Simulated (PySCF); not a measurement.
Heteronuclear NMR

Geometry (Å), atoms numbered from 1 in this order:
```xyz
8

C    -0.514    0.398    0.778
C    -0.844    0.201   -0.514
O     0.222   -0.370   -1.134
C     1.148   -0.485   -0.166
N     0.777   -0.050    0.986
H    -1.105    0.827    1.571
H    -1.717    0.388   -1.116
H     2.094   -0.923   -0.444
```

Computational details: coordinates at the PBE0-D3(BJ)/def2-TZVP level, shieldings: GIAO B97-2/pcSseg-2, in PySCF (gas phase, relativity neglected, single conformer).

(1) Predict the 15N NMR data.

(2) Where does 17O resonate?

Results:

(1) 
```tsv
atoms	environment	σ (ppm)	δ (ppm)
N5	pyridine-type nitrogen of an azole	-29.5	-122.6
```

Shieldings were converted by a linear fit to measured shifts: 15N (scatter 6.4 ppm rms vs CH3NO2, solution or neat liquid). Occasional misses reach two or three times the rms, and more in compound classes unlike the fitted ones.

On a 400 MHz spectrometer 15N resonates near 40.5 MHz, so 1 ppm is 40.5 Hz.

(2) 
```
atoms           environment  σ (ppm)  δ (ppm)
   O3  aromatic ring oxygen      8.2    266.3
```

Shieldings were converted by a linear fit to measured shifts: 17O: δ = 274.03 − 0.947σ (rms 12.2 ppm, 99 shifts vs liquid water, solution or neat liquid). A few per cent of atoms miss by over 2 rms, more outside the fitted compound classes.

On a 300 MHz spectrometer 17O resonates near 40.7 MHz, so 1 ppm is 40.7 Hz.
